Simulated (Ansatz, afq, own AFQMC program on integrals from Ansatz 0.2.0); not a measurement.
AFQMC, coupled cluster and functionals along a coordinate of H₂O + F, doublet

```xyz
4

O    -1.0931   -0.0252    0.0000
H    -1.3424    0.9013    0.0000
H    -0.1336   -0.0252    0.0000
F     0.9989   -0.0252    0.0000
```

A hydrogen atom is moved from one rigid fragment to the other; the O1–H3 distance tells how far. The two fragments are held close together, so this isn't a minimum-energy path and the start is a compressed complex. Energies in mEh count from this geometry (0.960 Å) at the same level; the start stands on UHF, each point on the determinant named.

Basis cc-pVTZ. Noble-gas cores (and the filled d shells of Ga–Kr and In–Xe) are frozen. Ansatz 0.2.0 and our own AFQMC program on the same integrals; the CISD trial comes from CCSD amplitudes, and released means the phaseless constraint is let go. ± is one standard error of the sampling.

Cautions, each for one point or more: higher spins were not checked; the search met a lower determinant of the same kind, perhaps of another symmetry; the search met a lower determinant of the same kind, perhaps of another symmetry, and this one is a saddle point.

```json
{"r(O1–H3) / Å": "1.026", "det.": "UHF", "T1": "0.015", "weight": "0.89", "⟨S²⟩": "0.79", "MP2": "-11.2", "HF": "-1.3", "CCSD(T)": "-6.7"}
{"r(O1–H3) / Å": "1.059", "det.": "UHF¶", "T1": "0.019", "weight": "0.89", "⟨S²⟩": "0.78", "MP2": "-14.4", "HF": "-6.6", "CCSD(T)": "-9.9"}
{"r(O1–H3) / Å": "1.092", "det.": "UHF¶", "T1": "0.021", "weight": "0.89", "⟨S²⟩": "0.77", "MP2": "-17.1", "HF": "-13.0", "CCSD(T)": "-12.9"}
{"r(O1–H3) / Å": "1.126", "det.": "UHF†", "T1": "0.018", "weight": "0.90", "⟨S²⟩": "0.76", "MP2": "-21.7", "HF": "-31.3", "CCSD(T)": "-15.6"}
{"r(O1–H3) / Å": "1.192", "det.": "UHF†", "T1": "0.013", "weight": "0.91", "⟨S²⟩": "0.76", "MP2": "-25.0", "HF": "-37.0", "CCSD(T)": "-18.9"}
```

(1) Estimate the curve of phaseless AFQMC with a CISD trial, counted from the same start.

## Answers

(1) 
```tsv
r(O1–H3) / Å	det.	T1	weight	⟨S²⟩	ph-AFQMC/CISD
1.026	UHF	0.015	0.89	0.79	-6.4 ± 0.2
1.059	UHF¶	0.019	0.89	0.78	-9.9 ± 0.2
1.092	UHF¶	0.021	0.89	0.77	-13.1 ± 0.3
1.126	UHF†	0.018	0.90	0.76	-16.9 ± 0.2
1.192	UHF†	0.013	0.91	0.76	-19.6 ± 0.2
```

Weight is that of the determinant in the CISD state; at the start T1 is 0.031 and the weight 0.87, and ⟨S²⟩ is 0.78. ¶ marks points with a poor determinant and no full CI, where no value is sure; they don't count among the departures. A dagger marks points whose determinant fills other symmetries than the start's, so the wave-function levels may follow another state there, or a degenerate partner. Largest departures from phaseless AFQMC with a CISD trial: CCSD(T) 1.3 mEh at 1.126 (on UHF), MP2 -5.4 mEh at 1.192 (on UHF), HF -17.4 mEh at 1.192 (on UHF). The walk's constraint bias lies outside its error bars, so these are departures and not errors.

A walk keeps the symmetry of its determinant, which the program's search chose and which needn't be the lowest solution, so a lower state of the same spin and another symmetry isn't excluded.
